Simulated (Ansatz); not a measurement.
How far each method lies from UCCSDT(Q) for H2Ge–AsH⁺, quartet

Geometry: that of the H2Ge–AsH, triplet, kept fixed. The doublet lies 1.6 eV lower here.

| atom | x (Å) | y (Å) | z (Å) |
| --- | --- | --- | --- |
| Ge | 0.0000 | -0.0566 | 1.2141 |
| As | 0.0000 | 0.0562 | -1.2063 |
| H | -1.2446 | 0.6821 | 1.7739 |
| H | 1.2446 | 0.6822 | 1.7739 |
| H | 0.0000 | -1.4603 | -1.3789 |

Basis cc-pVDZ; Ansatz 0.2.0. Correlated methods freeze the noble-gas cores and the filled d shells of p-block atoms, which leaves 11 electrons in 41 orbitals. R marks a restricted (for open shells ROHF) determinant, U an unrestricted one. Active spaces: valence = (11e, 11o) chosen from the atoms' valence shells. No spin–orbit coupling is included, and no scalar relativity.

Full CI isn't at hand for all of this; UCCSDT(Q) serves as the reference, and is uncertain by the last step of the cluster series or more. The frozen core follows each run's orbitals, which can shift R against U totals by a few meV for light atoms and by up to 0.1 eV past Ca.

```
UHF ⟨S²⟩                          : 3.767
T1 diagnostic (RCCSD)             : 0.0297
largest doubles amplitude (RCCSD) : 0.060
T1 diagnostic (UCCSD)             : 0.0195
```

From what is known of these methods and the diagnostics, rank them by the size of their error in total energy against UCCSDT(Q) in cc-pVDZ, smallest first (an estimate: the text doesn't fix the numbers).
A. UHF
B. UCCSD
C. UCCSD(T)
D. UMP2
E. UCCSDT

E (0.19 mEh), C (1.44 mEh), B (6.26 mEh), D (44.93 mEh), A (190.56 mEh).

All errors are against UCCSDT(Q) in cc-pVDZ. Within each family the higher level lies nearer, as is usual though not guaranteed.

Natural occupations of CASSCF (valence space) about the gap: 1.976 1.962 1.961 1.006 1.000 0.999 0.036 0.030 0.026 0.018; effectively unpaired electrons, Σ n²(2−n)², 3.03.
